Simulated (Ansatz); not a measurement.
# Si₂H₄O (SMILES O[SiH]=[SiH2]): one structure at several levels

One table from this session's results is given with a row withheld; the runs are named, their logs left out.

The runs use Ansatz 0.2.0, Gaussian basis; single points in def2-TZVPP.

Cores are frozen in the correlated methods. B3LYP uses VWN-RPA correlation.

## Where the work starts

SMILES `O[SiH]=[SiH2]`, 7 atoms, charge 0, spin multiplicity 1.

Atoms are counted from 1 here; the program's logs count them from 0.

Bond lengths: O1–Si2 1.626 Å, O1–H4 0.984 Å, Si2–Si3 2.217 Å, Si2–H5 1.440 Å, Si3–H6 1.494 Å, Si3–H7 1.484 Å. Angles: Si2–O1–H4 123.9°, O1–Si2–Si3 115.8°, O1–Si2–H5 105.6°, Si3–Si2–H5 119.2°, Si2–Si3–H6 110.9°, Si2–Si3–H7 118.4°, H6–Si3–H7 100.2°.

As a file:

```xyz
7
H4OSi2
O    -1.43040   -0.96560   -0.72970
Si   -0.47180    0.33720   -0.56610
Si    1.24800    0.10100    0.81350
H    -2.35720   -1.01000   -0.40080
H    -1.36400    1.45470   -0.39230
H     2.26750    1.16860    0.58230
H     2.09840   -1.10800    0.68140
```

Set-up of the first run:

run/in.yaml

```yaml
crystal:
  periodic: [false, false, false]
  atoms:
    - {symbol: O, position_ang: [-1.430400, -0.965600, -0.729700]}
    - {symbol: Si, position_ang: [-0.471800, 0.337200, -0.566100]}
    - {symbol: Si, position_ang: [1.248000, 0.101000, 0.813500]}
    - {symbol: H, position_ang: [-2.357200, -1.010000, -0.400800]}
    - {symbol: H, position_ang: [-1.364000, 1.454700, -0.392300]}
    - {symbol: H, position_ang: [2.267500, 1.168600, 0.582300]}
    - {symbol: H, position_ang: [2.098400, -1.108000, 0.681400]}
basis:
  gaussian: {orbitals: def2-TZVPP}
correlation: {method: ccsd_t}
output: {forces: true}
```

The command line of these runs was not kept.

Among the steps run: CCSD(T)/def2-TZVPP; PBE0-D4/def2-TZVPP; wB97M-V/def2-TZVPP; r2SCAN-D4/def2-TZVPP; PBE-D4/def2-TZVPP; wB97X-V/def2-TZVPP; B3LYP-D4/def2-TZVPP.

One table of the session follows, with a row left open; its other results are not shown here.

| method | RMS force component (eV/Å) | angle to CCSD(T) forces (°) | dipole (D) |
| --- | --- | --- | --- |
| CCSD(T) | 0.609 | reference | 1.99 |
| PBE0-D4 | 0.599 | 12.8 | 2.06 |
| wB97M-V | 0.586 | 11.6 | 2.15 |
| r2SCAN-D4 | 0.571 | 10.7 | 2.07 |
| PBE-D4 | ? | ? | ? |
| wB97X-V | 0.605 | 14.8 | 2.14 |
| B3LYP-D4 | 0.569 | 5.9 | 2.06 |

Q: Estimate the row for PBE-D4 from the others.

The run gave: RMS force component (eV/Å): 0.567; angle to CCSD(T) forces (°): 21.4; dipole (D): 2.03. In the column «RMS force component (eV/Å)» it is the lowest.
